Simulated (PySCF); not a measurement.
Planning an excited-state job on `c1[p-]c(pc1)C`.

Method: TDDFT wB97X-D/def2-SVPD, vertical, gas phase, core orbitals frozen in the response (PySCF 2.14.0, density-fitted response routines). Geometry: GFN2-xTB. Work: 8 singlets by full TDDFT, 3 Tamm–Dancoff triplets, polarisability, density fitting. A driver script takes a list of jobs; this job's settings line and coordinates (Å) are shown.

Input:
```
{"job": {"kind": "uv", "xc": "wB97X-D", "basis": "def2-SVPD", "nstates": 8, "ntriplets": 3}, "charge": -1, "multiplicity": 1}
C     -2.070339    -0.125982     0.082535
C     -0.568312    -0.029264     0.018486
P      0.434993    -1.373656     0.479596
C      1.925442    -0.529463     0.149768
C      1.831174     0.754958    -0.307004
P      0.233094     1.422789    -0.515256
H     -2.366167    -1.114726     0.436543
H     -2.516228     0.038855    -0.901484
H     -2.483018     0.624215     0.761723
H      2.879891    -1.021462     0.307526
H      2.704894     1.356407    -0.538399
```

Hardware: one thread of an Arm Neoverse V1, shared host.

Problem. How large is the basis?

Solution. 168 functions for 60 electrons, with 691 fitting functions; the fitted three-index integrals, 691 × 168 × 169/2 numbers of 8 bytes, come to 75 MiB.

Problem. Which is nearest to the wall time?
A. 3.0 s
B. 0.39 s
C. 24 s

Solution. C. The run took 24 s. The SCF took 14 cycles.

The SCF part of the output:
```
coarse grid: 10696 points
cycle   1  E = -837.6366119844  dE =  9.122e-01  |g| = 3.443e-01  |ddm| = 5.488e+00
cycle   2  E = -837.6634620153  dE = -2.685e-02  |g| = 2.781e-01  |ddm| = 1.870e+00
cycle   3  E = -837.6844099094  dE = -2.095e-02  |g| = 5.547e-02  |ddm| = 5.676e-01
cycle   4  E = -837.6852513475  dE = -8.414e-04  |g| = 2.039e-02  |ddm| = 2.096e-01
cycle   5  E = -837.6853983622  dE = -1.470e-04  |g| = 3.820e-03  |ddm| = 1.003e-01
cycle   6  E = -837.6854035895  dE = -5.227e-06  |g| = 2.331e-03  |ddm| = 4.177e-02
final grid: 95544 points
cycle   7  E = -837.7886772063  dE = -7.731e-05  |g| = 5.280e-03  |ddm| = 1.179e-01
cycle   8  E = -837.7886775772  dE = -3.709e-07  |g| = 5.442e-03  |ddm| = 2.431e-02
cycle   9  E = -837.7886854314  dE = -7.854e-06  |g| = 1.061e-03  |ddm| = 9.259e-03
cycle  10  E = -837.7886858124  dE = -3.809e-07  |g| = 3.533e-04  |ddm| = 5.516e-03
cycle  11  E = -837.7886858699  dE = -5.749e-08  |g| = 9.978e-05  |ddm| = 2.154e-03
cycle  12  E = -837.7886858757  dE = -5.867e-09  |g| = 5.808e-05  |ddm| = 5.459e-04
cycle  13  E = -837.7886858783  dE = -2.541e-09  |g| = 1.204e-05  |ddm| = 4.281e-04
cycle  14  E = -837.7886858785  dE = -2.319e-10  |g| = 5.704e-06  |ddm| = 6.672e-05
converged SCF energy = -837.7886858785
```

On the final grid dE counts from the start density on that grid.

The host was shared with other jobs, so the times are rough.

The pairwise dispersion term of wB97X-D wasn't added to the energies; at a given geometry it leaves orbitals and properties as they are.
